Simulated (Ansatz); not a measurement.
**BNH2O (SMILES BN=O): the vertical ionisation energy from total energies**

BNH2O has 5 atoms, charge 0, and is taken as a singlet. As SMILES, `BN=O`. The shape is that of a GFN2-xTB optimisation.

Both states at this one shape; open shells run unrestricted unless said. 1 Eh = 27.2114 eV.

```
         level  program  singlet BNH2O (Eh)  doublet BNH2O+ (Eh)
    PBE/STO-3G   Ansatz         -153.700004          -153.401073
r2SCAN0/STO-3G   Ansatz         -153.787250          -153.486162
```

**Question.** Work out the vertical ionisation energy at each level.

**Answer.** 
1. PBE/STO-3G: -153.401073 − (-153.700004) = 0.298931 Eh = 8.13 eV.
2. r2SCAN0/STO-3G: -153.486162 − (-153.787250) = 0.301088 Eh = 8.19 eV.

No measured value is set beside it here; the levels span 8.13 to 8.19 eV. Minimal sets are far from the basis-set limit.
